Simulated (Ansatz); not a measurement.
A short molecular-dynamics run on H3N2 (`[NH]N`) radical.

```yaml
crystal:
  periodic: [false, false, false]
  atoms:
    - {symbol: N, position_ang: [-0.187713, -0.817923, 0.454316]}
    - {symbol: N, position_ang: [-0.128730, 0.235461, -0.368556]}
    - {symbol: H, position_ang: [0.759859, -0.951123, 0.811313]}
    - {symbol: H, position_ang: [-1.030953, 0.592386, -0.640087]}
    - {symbol: H, position_ang: [0.587527, 0.941189, -0.256985]}
basis:
  gaussian: {orbitals: def2-SVP}
magnetization: {spin_polarized: false, initial_magnetization: 1}
hamiltonian: {xc: {name: r2SCAN}}
md: {timestep: 0.5 fs, n_steps: 50, ensemble: nve, temperature: 1000, initial_velocities: maxwell_boltzmann, seed: 636}
```

```sh
$ ansatz run in.yaml --threads 4 --pin off --events-out ev --progress --plain --max-ram 10444MiB
```

```
step  time (fs)  potential energy (eV)  kinetic (eV)  T (K)  conserved (eV)
   0        0.0             -3022.5641        0.3878   1000      -3022.1763
   1        0.5             -3022.5533        0.3773    973      -3022.1760
   2        1.0             -3022.5122        0.3370    869      -3022.1752
   3        1.5             -3022.4535        0.2794    720      -3022.1742
   4        2.0             -3022.3932        0.2198    567      -3022.1733
   5        2.5             -3022.3443        0.1715    442      -3022.1728
   6        3.0             -3022.3149        0.1421    367      -3022.1727
   7        3.5             -3022.3066        0.1337    345      -3022.1730
   8        4.0             -3022.3158        0.1423    367      -3022.1735
   9        4.5             -3022.3339        0.1597    412      -3022.1742
  10        5.0             -3022.3497        0.1747    450      -3022.1750
  11        5.5             -3022.3516        0.1761    454      -3022.1755
  12        6.0             -3022.3333        0.1580    407      -3022.1753
  13        6.5             -3022.2987        0.1244    321      -3022.1743
  14        7.0             -3022.2645        0.0916    236      -3022.1729
  15        7.5             -3022.2524        0.0804    207      -3022.1720
  16        8.0             -3022.2759        0.1036    267      -3022.1724
  17        8.5             -3022.3297        0.1559    402      -3022.1738
  18        9.0             -3022.3920        0.2167    559      -3022.1753
  19        9.5             -3022.4387        0.2626    677      -3022.1762
  20       10.0             -3022.4554        0.2793    720      -3022.1761
  21       10.5             -3022.4414        0.2660    686      -3022.1754
  22       11.0             -3022.4070        0.2326    600      -3022.1744
  23       11.5             -3022.3669        0.1933    499      -3022.1736
  24       12.0             -3022.3347        0.1617    417      -3022.1730
  25       12.5             -3022.3192        0.1463    377      -3022.1729
  26       13.0             -3022.3228        0.1497    386      -3022.1731
  27       13.5             -3022.3418        0.1682    434      -3022.1736
  28       14.0             -3022.3676        0.1932    498      -3022.1744
  29       14.5             -3022.3884        0.2133    550      -3022.1751
  30       15.0             -3022.3932        0.2176    561      -3022.1756
  31       15.5             -3022.3761        0.2007    518      -3022.1754
  32       16.0             -3022.3413        0.1668    430      -3022.1745
  33       16.5             -3022.3036        0.1304    336      -3022.1732
  34       17.0             -3022.2820        0.1095    282      -3022.1725
  35       17.5             -3022.2885        0.1159    299      -3022.1726
  36       18.0             -3022.3215        0.1480    382      -3022.1735
  37       18.5             -3022.3670        0.1924    496      -3022.1746
  38       19.0             -3022.4076        0.2323    599      -3022.1754
  39       19.5             -3022.4303        0.2548    657      -3022.1756
  40       20.0             -3022.4312        0.2560    660      -3022.1752
  41       20.5             -3022.4153        0.2408    621      -3022.1745
  42       21.0             -3022.3929        0.2191    565      -3022.1737
  43       21.5             -3022.3748        0.2016    520      -3022.1733
  44       22.0             -3022.3688        0.1957    505      -3022.1731
  45       22.5             -3022.3769        0.2036    525      -3022.1733
  46       23.0             -3022.3960        0.2222    573      -3022.1738
  47       23.5             -3022.4183        0.2438    629      -3022.1745
  48       24.0             -3022.4343        0.2593    669      -3022.1750
  49       24.5             -3022.4360        0.2608    672      -3022.1752
  50       25.0             -3022.4207        0.2457    634      -3022.1750
```

Velocities are drawn at the set temperature; a run this short doesn't reach equilibrium.

Frames (Å, forces in eV/Å):

```xyz
5
time=0.0 fs
N    -0.188   -0.818    0.454   -0.414   -0.258    0.090
N    -0.129    0.235   -0.369    0.175   -0.300   -0.045
H     0.760   -0.951    0.811    0.319    0.017    0.061
H    -1.031    0.592   -0.640   -0.336    0.185   -0.113
H     0.588    0.941   -0.257    0.257    0.356    0.007
5
time=0.5 fs
N    -0.185   -0.817    0.455   -0.965   -0.265   -0.095
N    -0.131    0.235   -0.369   -0.028    0.187   -0.132
H     0.754   -0.965    0.806    0.656    0.060    0.142
H    -1.046    0.599   -0.665    0.498   -0.131    0.234
H     0.603    0.935   -0.242   -0.161    0.149   -0.149
5
time=1.0 fs
N    -0.183   -0.816    0.456   -1.443   -0.270   -0.249
N    -0.133    0.235   -0.368   -0.105    0.603   -0.197
H     0.749   -0.979    0.800    0.927    0.099    0.197
H    -1.060    0.606   -0.690    1.181   -0.395    0.560
H     0.619    0.930   -0.227   -0.561   -0.037   -0.310
5
time=1.5 fs
N    -0.181   -0.815    0.457   -1.803   -0.286   -0.356
N    -0.135    0.235   -0.368   -0.063    0.919   -0.230
H     0.747   -0.993    0.795    1.092    0.144    0.212
H    -1.070    0.612   -0.713    1.684   -0.596    0.840
H     0.633    0.924   -0.213   -0.910   -0.181   -0.466
5
time=2.0 fs
N    -0.179   -0.814    0.458   -2.015   -0.325   -0.407
N    -0.137    0.235   -0.369    0.070    1.126   -0.228
H     0.747   -1.007    0.791    1.124    0.204    0.181
H    -1.077    0.616   -0.734    2.008   -0.735    1.063
H     0.644    0.918   -0.200   -1.187   -0.270   -0.610
5
time=2.5 fs
N    -0.177   -0.813    0.459   -2.075   -0.395   -0.401
N    -0.140    0.236   -0.369    0.268    1.227   -0.193
H     0.750   -1.020    0.787    1.021    0.283    0.107
H    -1.079    0.619   -0.753    2.166   -0.814    1.222
H     0.653    0.911   -0.188   -1.380   -0.302   -0.734
5
time=3.0 fs
N    -0.176   -0.812    0.460   -2.002   -0.496   -0.349
N    -0.142    0.236   -0.369    0.509    1.229   -0.127
H     0.756   -1.032    0.783    0.805    0.383   -0.001
H    -1.076    0.619   -0.769    2.170   -0.837    1.312
H     0.659    0.903   -0.179   -1.482   -0.279   -0.835
5
time=3.5 fs
N    -0.176   -0.812    0.461   -1.831   -0.621   -0.267
N    -0.144    0.237   -0.369    0.783    1.131   -0.028
H     0.763   -1.043    0.779    0.513    0.496   -0.124
H    -1.068    0.618   -0.781    2.023   -0.806    1.326
H     0.661    0.895   -0.171   -1.489   -0.201   -0.907
5
time=4.0 fs
N    -0.175   -0.811    0.462   -1.603   -0.755   -0.176
N    -0.146    0.238   -0.369    1.090    0.928    0.112
H     0.772   -1.054    0.775    0.190    0.613   -0.246
H    -1.055    0.614   -0.791    1.721   -0.716    1.257
H     0.660    0.887   -0.165   -1.397   -0.070   -0.947
5
time=4.5 fs
N    -0.175   -0.810    0.462   -1.358   -0.883   -0.093
N    -0.147    0.239   -0.369    1.433    0.610    0.301
H     0.781   -1.062    0.771   -0.126    0.721   -0.351
H    -1.037    0.609   -0.797    1.254   -0.562    1.094
H     0.655    0.878   -0.162   -1.203    0.114   -0.951
5
time=5.0 fs
N    -0.175   -0.810    0.463   -1.125   -0.990   -0.031
N    -0.149    0.241   -0.369    1.819    0.171    0.548
H     0.790   -1.070    0.765   -0.404    0.813   -0.429
H    -1.017    0.603   -0.801    0.618   -0.343    0.828
H     0.647    0.869   -0.161   -0.908    0.349   -0.916
5
time=5.5 fs
N    -0.175   -0.810    0.464   -0.921   -1.064    0.003
N    -0.150    0.242   -0.369    2.238   -0.381    0.854
H     0.798   -1.075    0.759   -0.625    0.880   -0.475
H    -0.995    0.596   -0.803   -0.170   -0.063    0.463
H     0.637    0.862   -0.162   -0.522    0.628   -0.844
5
time=6.0 fs
N    -0.176   -0.810    0.464   -0.758   -1.097    0.004
N    -0.151    0.243   -0.369    2.653   -1.011    1.197
H     0.804   -1.078    0.751   -0.777    0.917   -0.486
H    -0.974    0.588   -0.804   -1.049    0.254    0.025
H     0.626    0.855   -0.165   -0.068    0.937   -0.740
5
time=6.5 fs
N    -0.176   -0.810    0.465   -0.642   -1.086   -0.026
N    -0.151    0.244   -0.369    2.989   -1.643    1.529
H     0.808   -1.078    0.742   -0.856    0.921   -0.463
H    -0.955    0.581   -0.804   -1.902    0.559   -0.423
H     0.615    0.851   -0.170    0.411    1.249   -0.617
5
time=7.0 fs
N    -0.177   -0.811    0.466   -0.575   -1.031   -0.083
N    -0.151    0.245   -0.368    3.143   -2.166    1.768
H     0.811   -1.077    0.732   -0.859    0.891   -0.407
H    -0.941    0.576   -0.806   -2.560    0.787   -0.787
H     0.605    0.850   -0.176    0.852    1.520   -0.492
5
time=7.5 fs
N    -0.178   -0.811    0.466   -0.558   -0.936   -0.162
N    -0.150    0.245   -0.367    3.027   -2.461    1.834
H     0.811   -1.073    0.721   -0.786    0.827   -0.322
H    -0.932    0.572   -0.810   -2.862    0.872   -0.965
H     0.596    0.853   -0.184    1.179    1.697   -0.385
5
time=8.0 fs
N    -0.179   -0.812    0.467   -0.588   -0.805   -0.256
N    -0.149    0.245   -0.366    2.628   -2.445    1.683
H     0.810   -1.068    0.710   -0.640    0.731   -0.212
H    -0.931    0.571   -0.815   -2.727    0.787   -0.902
H     0.591    0.860   -0.192    1.327    1.732   -0.314
5
time=8.5 fs
N    -0.180   -0.813    0.467   -0.661   -0.645   -0.360
N    -0.147    0.245   -0.364    2.029   -2.112    1.336
H     0.807   -1.061    0.697   -0.429    0.606   -0.081
H    -0.936    0.571   -0.823   -2.205    0.556   -0.614
H     0.589    0.871   -0.202    1.267    1.594   -0.280
5
time=9.0 fs
N    -0.181   -0.814    0.468   -0.768   -0.465   -0.467
N    -0.145    0.244   -0.362    1.364   -1.530    0.865
H     0.802   -1.052    0.685   -0.167    0.460    0.062
H    -0.947    0.573   -0.833   -1.445    0.243   -0.184
H     0.589    0.885   -0.212    1.016    1.291   -0.276
5
time=9.5 fs
N    -0.182   -0.815    0.468   -0.889   -0.274   -0.568
N    -0.143    0.243   -0.361    0.748   -0.808    0.354
H     0.798   -1.042    0.673    0.125    0.300    0.210
H    -0.961    0.575   -0.843   -0.616   -0.081    0.288
H     0.593    0.903   -0.222    0.632    0.863   -0.283
5
time=10.0 fs
N    -0.183   -0.816    0.469   -0.997   -0.086   -0.657
N    -0.140    0.242   -0.359    0.241   -0.056   -0.135
H     0.794   -1.031    0.661    0.413    0.138    0.353
H    -0.976    0.578   -0.852    0.149   -0.365    0.721
H     0.597    0.923   -0.233    0.194    0.369   -0.282
5
time=10.5 fs
N    -0.185   -0.817    0.469   -1.057    0.087   -0.724
N    -0.138    0.241   -0.357   -0.151    0.641   -0.568
H     0.791   -1.021    0.650    0.661   -0.015    0.483
H    -0.991    0.579   -0.860    0.778   -0.584    1.070
H     0.603    0.944   -0.245   -0.231   -0.129   -0.261
5
time=11.0 fs
N    -0.186   -0.818    0.469   -1.034    0.232   -0.764
N    -0.135    0.239   -0.355   -0.448    1.231   -0.930
H     0.789   -1.010    0.641    0.828   -0.148    0.592
H    -1.004    0.579   -0.865    1.247   -0.731    1.319
H     0.607    0.964   -0.258   -0.593   -0.584   -0.216
5
time=11.5 fs
N    -0.188   -0.819    0.469   -0.902    0.344   -0.773
N    -0.133    0.239   -0.353   -0.673    1.691   -1.218
H     0.789   -0.999    0.632    0.886   -0.256    0.675
H    -1.014    0.577   -0.866    1.556   -0.810    1.467
H     0.610    0.983   -0.271   -0.867   -0.968   -0.150
5
time=12.0 fs
N    -0.190   -0.820    0.469   -0.653    0.420   -0.752
N    -0.131    0.238   -0.352   -0.839    2.012   -1.432
H     0.792   -0.989    0.626    0.822   -0.337    0.732
H    -1.021    0.573   -0.865    1.714   -0.829    1.520
H     0.612    1.000   -0.284   -1.044   -1.266   -0.068
5
time=12.5 fs
N    -0.193   -0.821    0.468   -0.298    0.463   -0.705
N    -0.129    0.238   -0.350   -0.950    2.195   -1.567
H     0.796   -0.980    0.621    0.645   -0.393    0.765
H    -1.023    0.567   -0.859    1.728   -0.792    1.484
H     0.610    1.013   -0.298   -1.125   -1.473    0.024
5
time=13.0 fs
N    -0.195   -0.822    0.468    0.132    0.480   -0.639
N    -0.127    0.238   -0.349   -1.000    2.238   -1.618
H     0.802   -0.972    0.618    0.383   -0.430    0.777
H    -1.021    0.559   -0.851    1.598   -0.703    1.360
H     0.606    1.024   -0.312   -1.114   -1.586    0.120
5
time=13.5 fs
N    -0.197   -0.823    0.468    0.598    0.480   -0.561
N    -0.125    0.238   -0.349   -0.976    2.138   -1.575
H     0.809   -0.965    0.616    0.076   -0.452    0.773
H    -1.016    0.550   -0.838    1.316   -0.562    1.150
H     0.599    1.030   -0.325   -1.014   -1.603    0.213
5
time=14.0 fs
N    -0.199   -0.824    0.467    1.059    0.469   -0.477
N    -0.123    0.239   -0.348   -0.866    1.888   -1.432
H     0.816   -0.959    0.617   -0.240   -0.466    0.758
H    -1.007    0.539   -0.823    0.871   -0.371    0.852
H     0.590    1.032   -0.338   -0.825   -1.521    0.300
5
time=14.5 fs
N    -0.201   -0.824    0.466    1.480    0.455   -0.394
N    -0.122    0.240   -0.348   -0.667    1.482   -1.189
H     0.823   -0.954    0.619   -0.530   -0.473    0.733
H    -0.996    0.528   -0.807    0.264   -0.133    0.474
H     0.579    1.031   -0.350   -0.547   -1.332    0.375
5
time=15.0 fs
N    -0.203   -0.825    0.465    1.837    0.442   -0.314
N    -0.121    0.242   -0.348   -0.401    0.927   -0.861
H     0.828   -0.950    0.624   -0.769   -0.475    0.703
H    -0.985    0.516   -0.788   -0.483    0.140    0.036
H     0.567    1.027   -0.361   -0.184   -1.034    0.436
5
time=15.5 fs
N    -0.204   -0.825    0.465    2.112    0.432   -0.241
N    -0.119    0.243   -0.348   -0.129    0.252   -0.487
H     0.831   -0.948    0.629   -0.944   -0.473    0.668
H    -0.974    0.504   -0.770   -1.294    0.421   -0.418
H     0.554    1.020   -0.371    0.256   -0.631    0.478
5
time=16.0 fs
N    -0.205   -0.826    0.464    2.296    0.427   -0.177
N    -0.118    0.245   -0.348    0.043   -0.484   -0.134
H     0.833   -0.946    0.637   -1.044   -0.468    0.630
H    -0.967    0.494   -0.753   -2.040    0.672   -0.818
H     0.542    1.012   -0.380    0.745   -0.147    0.499
5
time=16.5 fs
N    -0.205   -0.826    0.463    2.383    0.425   -0.122
N    -0.117    0.247   -0.349   -0.004   -1.187    0.120
H     0.831   -0.946    0.646   -1.067   -0.460    0.592
H    -0.965    0.485   -0.738   -2.550    0.851   -1.088
H     0.531    1.003   -0.387    1.238    0.371    0.498
5
time=17.0 fs
N    -0.206   -0.826    0.462    2.372    0.428   -0.079
N    -0.116    0.248   -0.349   -0.347   -1.749    0.217
H     0.827   -0.947    0.656   -1.012   -0.448    0.556
H    -0.969    0.478   -0.725   -2.677    0.926   -1.174
H     0.524    0.995   -0.394    1.663    0.843    0.480
5
time=17.5 fs
N    -0.205   -0.827    0.461    2.265    0.433   -0.049
N    -0.114    0.249   -0.349   -0.950   -2.075    0.145
H     0.821   -0.948    0.668   -0.883   -0.432    0.523
H    -0.979    0.473   -0.716   -2.372    0.898   -1.073
H     0.520    0.990   -0.399    1.940    1.177    0.454
5
time=18.0 fs
N    -0.205   -0.827    0.460    2.066    0.440   -0.035
N    -0.113    0.250   -0.349   -1.670   -2.116   -0.057
H     0.813   -0.951    0.681   -0.687   -0.413    0.496
H    -0.995    0.470   -0.708   -1.713    0.793   -0.834
H     0.521    0.987   -0.404    2.004    1.297    0.430
5
time=18.5 fs
N    -0.204   -0.827    0.459    1.787    0.448   -0.038
N    -0.113    0.250   -0.350   -2.321   -1.881   -0.322
H     0.803   -0.955    0.695   -0.439   -0.390    0.476
H    -1.015    0.470   -0.703   -0.859    0.650   -0.532
H     0.527    0.987   -0.407    1.833    1.173    0.416
5
time=19.0 fs
N    -0.202   -0.827    0.458    1.448    0.456   -0.057
N    -0.112    0.250   -0.350   -2.771   -1.440   -0.586
H     0.791   -0.960    0.710   -0.158   -0.361    0.461
H    -1.037    0.471   -0.699    0.024    0.503   -0.233
H     0.538    0.990   -0.409    1.456    0.841    0.416
5
time=19.5 fs
N    -0.201   -0.826    0.457    1.077    0.462   -0.090
N    -0.112    0.250   -0.350   -2.969   -0.893   -0.802
H     0.780   -0.965    0.727    0.129   -0.324    0.448
H    -1.059    0.473   -0.696    0.816    0.373    0.020
H     0.551    0.995   -0.411    0.947    0.381    0.423
5
time=20.0 fs
N    -0.199   -0.826    0.456    0.710    0.460   -0.127
N    -0.113    0.249   -0.351   -2.940   -0.339   -0.948
H     0.769   -0.972    0.744    0.389   -0.276    0.431
H    -1.079    0.476   -0.692    1.452    0.268    0.213
H     0.567    1.001   -0.411    0.389   -0.113    0.432
5
time=20.5 fs
N    -0.197   -0.826    0.455    0.384    0.445   -0.159
N    -0.114    0.249   -0.351   -2.735    0.148   -1.016
H     0.758   -0.979    0.763    0.589   -0.215    0.399
H    -1.095    0.479   -0.688    1.910    0.190    0.341
H     0.584    1.006   -0.410   -0.148   -0.568    0.434
5
time=21.0 fs
N    -0.195   -0.826    0.454    0.129    0.409   -0.171
N    -0.116    0.249   -0.352   -2.405    0.527   -1.009
H     0.750   -0.986    0.782    0.701   -0.137    0.343
H    -1.107    0.483   -0.684    2.190    0.138    0.411
H     0.601    1.011   -0.408   -0.616   -0.938    0.426
5
time=21.5 fs
N    -0.193   -0.825    0.453   -0.038    0.347   -0.153
N    -0.118    0.248   -0.353   -1.985    0.784   -0.933
H     0.742   -0.994    0.802    0.714   -0.039    0.253
H    -1.114    0.488   -0.678    2.301    0.112    0.429
H     0.616    1.013   -0.405   -0.992   -1.204    0.405
5
time=22.0 fs
N    -0.191   -0.825    0.452   -0.117    0.256   -0.098
N    -0.120    0.248   -0.354   -1.491    0.919   -0.796
H     0.737   -1.002    0.823    0.632    0.077    0.127
H    -1.115    0.492   -0.671    2.245    0.112    0.397
H     0.629    1.012   -0.402   -1.269   -1.364    0.371
5
time=22.5 fs
N    -0.190   -0.824    0.451   -0.127    0.137   -0.008
N    -0.123    0.248   -0.356   -0.928    0.938   -0.604
H     0.733   -1.010    0.844    0.476    0.209   -0.032
H    -1.111    0.497   -0.663    2.022    0.141    0.319
H     0.639    1.008   -0.397   -1.443   -1.424    0.325
5
time=23.0 fs
N    -0.188   -0.824    0.450   -0.096   -0.004    0.109
N    -0.126    0.248   -0.357   -0.294    0.840   -0.360
H     0.730   -1.017    0.866    0.277    0.348   -0.215
H    -1.102    0.502   -0.655    1.628    0.205    0.195
H     0.645    1.000   -0.392   -1.515   -1.390    0.272
5
time=23.5 fs
N    -0.186   -0.823    0.449   -0.053   -0.156    0.240
N    -0.129    0.248   -0.359    0.402    0.623   -0.073
H     0.728   -1.024    0.886    0.067    0.488   -0.408
H    -1.089    0.508   -0.646    1.065    0.308    0.029
H     0.648    0.989   -0.385   -1.481   -1.263    0.213
5
time=24.0 fs
N    -0.184   -0.822    0.447   -0.026   -0.309    0.369
N    -0.131    0.249   -0.360    1.132    0.282    0.245
H     0.726   -1.029    0.906   -0.124    0.619   -0.594
H    -1.073    0.515   -0.637    0.351    0.451   -0.171
H     0.647    0.975   -0.379   -1.333   -1.043    0.151
5
time=24.5 fs
N    -0.182   -0.822    0.447   -0.033   -0.452    0.482
N    -0.134    0.249   -0.361    1.827   -0.180    0.572
H     0.724   -1.033    0.924   -0.275    0.735   -0.761
H    -1.057    0.522   -0.628   -0.457    0.626   -0.386
H     0.643    0.959   -0.372   -1.063   -0.729    0.093
5
time=25.0 fs
N    -0.180   -0.822    0.446   -0.087   -0.576    0.568
N    -0.136    0.250   -0.363    2.376   -0.740    0.871
H     0.721   -1.035    0.940   -0.372    0.829   -0.896
H    -1.042    0.531   -0.621   -1.253    0.807   -0.585
H     0.636    0.941   -0.365   -0.665   -0.320    0.042
```

Run time 39 s (4 threads of an Arm Neoverse V1 on a shared host); peak host memory 0.21 GiB.
